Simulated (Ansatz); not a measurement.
Process, species as SMILES: F[SiH2]F + 2 [H][H] (H2) → 2 F (HF) + [SiH4] (SiH4)
B3LYP-D3(BJ)/def2-TZVP geometries, fixed; electronic energies without zero-point terms.

Basis-set convergence of the energy of full hydrogenation at wB97M-V with Ansatz (an electronic-structure program). Cartesian d functions, on some or all atoms, in 6-31+G*, 6-311G**, 6-311+G**; all else is spherical. The program fits the integrals of some runs and decomposes those of others, by size. The functional holds VV10 correlation; no added dispersion term, no relativity. Functions are those of the species that has most. Reference: the value in aug-pcseg-3, 57.26 kcal/mol, itself unsure by roughly 0.47 kcal/mol (its mean distance from aug-cc-pV(Q+d)Z, cc-pV(5+d)Z, def2-QZVPPD). Deviations are taken from unrounded values. Cost is core time over that of cc-pV(D+d)Z, rough, on shared machines of one kind.

```
basis            functions  energy of full hydrogenation (kcal/mol)  minus reference (kcal/mol)  cost
---------------  ---------  ---------------------------------------  --------------------------  ----
STO-3G                  21                                    46.87                      -10.39  0.6×
3-21G                   35                                    75.42                       18.16  0.8×
6-31G                   35                                    42.40                      -14.86  0.8×
pcseg-0                 35                                    67.78                       10.52  0.7×
cc-pV(D+d)Z             61                                    55.45                       -1.81    1×
6-31+G*                 65                                    56.00                       -1.26    1×
6-311G**                75                                    54.03                       -3.23  0.9×
def2-SVPD               86                                    39.22                      -18.04    1×
6-311+G**               87                                    43.52                      -13.74    1×
6-311++G(2d,2p)        109                                    50.23                       -7.03    2×
def2-TZVP              111                                    59.99                        2.73    1×
cc-pV(T+d)Z            127                                    61.06                        3.80    1×
def2-TZVPD             141                                    56.66                       -0.60    2×
aug-pcseg-2            188                                    56.00                       -1.26    4×
aug-cc-pV(T+d)Z        193                                    56.20                       -1.06    4×
def2-QZVPPD            274                                    56.75                       -0.51    4×
aug-cc-pV(Q+d)Z        341                                    56.84                       -0.42    7×
aug-pcseg-3            357                                    57.26                        0.00    9×
```
